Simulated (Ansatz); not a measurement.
Molecule: C₃H₇ (charge 0, doublet). It need not be the lowest isomer of its formula. 
Geometry from a B3LYP-D3(BJ)/def2-TZVP (Ansatz, a program for electronic structure) optimisation:
```xyz
10

C      0.0021     0.1108     0.5655
C      0.0077     1.2936    -0.3331
C     -0.0086    -1.2298    -0.1990
H     -0.8754     0.1418     1.2188
H      0.8812     0.1312     1.2165
H     -0.0146    -2.0711     0.4978
H      0.9356     1.6982    -0.7148
H     -0.9144     1.6801    -0.7468
H     -0.8918    -1.3071    -0.8353
H      0.8722    -1.3206    -0.8368
```
Charge 0, spin multiplicity 2.

Basis-set convergence of Hartree-Fock and CCSD correlation energies (hartree) with Ansatz. Correlated levels leave the core frozen unless marked. UHF or UKS for open shells. Spin-orbit coupling is left out. Non-relativistic.

| basis | functions | E(HF) | E(corr, CCSD) |
|---|---|---|---|
| cc-pVDZ | 77 | -117.64081 | -0.46010 |
| cc-pVTZ | 188 | (withheld) | (withheld) |

Complete the blanks.


- cc-pVTZ, E(HF): -117.67511
- cc-pVTZ, E(corr, CCSD): -0.54658
